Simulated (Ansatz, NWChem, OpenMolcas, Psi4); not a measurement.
## Errors in the atomisation enthalpy at 298 K

8 molecules with nitrogen; the atomisation enthalpy at 298 K in kJ/mol, computed less measured. Shapes, held fixed at every level: PBE0-D4/def2-TZVP. Flexible molecules stand in one conformer, not always the lowest. Thermal terms are harmonic and unscaled (PBE0-D4/def2-TZVP); the spin-orbit lowering of the free atoms is taken from their spectra. Programs: Ansatz 0.2.0, NWChem 7.3.0, OpenMolcas 26.06, Psi4 1.11. A level may come from different programs for different species; with the same settings they agree closely. Measured values: Active Thermochemical Tables, NIST-JANAF tables.

Levels: A = r2SCAN0/STO-3G; B = B3LYP/6-31G* (spherical functions); C = PBE0/cc-pVTZ; D = MP2/cc-pVTZ.

```tsv
molecule	from tabulated heats	A	B	C	D
HCN (hydrogen cyanide)	1278	-88	-21	-12	-5
NClO (SMILES O=NCl)	790	-220	-10	+4	-1
N2O (nitrous oxide)	1112	-480	-4	+21	+30
HOCN (SMILES N#CO)	1671	-199	-37	0	+9
NF3 (SMILES FN(F)F)	843	-31	+28	+17	+6
NO2F (nitryl fluoride)	1159	-435	+16	+37	+50
CH3N (methanimine)	1755	+67	-11	-5	-43
N2H4 (SMILES NN)	1721	-41	-33	-12	-74
```

Sum up the errors.


```tsv
level	kind	mean error	mean absolute error	worst case
r2SCAN0/STO-3G	global hybrid	-178.4	195.1	N2O
B3LYP/6-31G* (spherical functions)	global hybrid	-9.0	20.0	HOCN
PBE0/cc-pVTZ	global hybrid	+6.2	13.5	NO2F
MP2/cc-pVTZ	perturbation theory	-3.5	27.2	N2H4
```

On this set PBE0/cc-pVTZ has the smallest mean absolute error and r2SCAN0/STO-3G the largest. r2SCAN0/STO-3G is too low in 7 of 8; B3LYP/6-31G* (spherical functions) is too low in 6 of 8. The heats of NF3, NO2F come from older tables and can be uncertain by 10 kJ/mol or more. Rows in very small basis sets show the basis more than the method. Correlated wave functions converge slowly with the basis. The set is small.
